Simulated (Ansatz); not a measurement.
Basis-set extrapolation for C₂H₄O₃ (`O=COCO`) (PBE0-D4/def2-TZVP geometry, frozen core, Ansatz 0.2.0). Multiplicity 1, RHF reference.

```
                      def2-TZVPP   def2-QZVPP
                 HF  -302.786485  -302.800316
    MP2 correlation    -1.028366    -1.106716
CCSD(T) correlation    -1.085348      not run
```

Energies in hartree. Use E(X) = E(∞) + A·exp(−7.88·√X) for Hartree–Fock and E(X) = E(∞) + B·X^(−2.97) for correlation, with X = 3 and 4, and add CCSD(T) minus MP2 of the smaller set to the MP2 limit.

Problem. What is the CCSD(T) energy at the basis-set limit?

Solution. HF limit: -302.800316 + (-0.013831) × 0.13774 = -302.80222. MP2 limit: -1.106716 + (-0.078350) × 0.74074 = -1.16475. Higher-order term: -1.085348 − (-1.028366) = -0.05698. Total: -304.02395 hartree, 399.4 kJ/mol below CCSD(T)/def2-TZVPP.
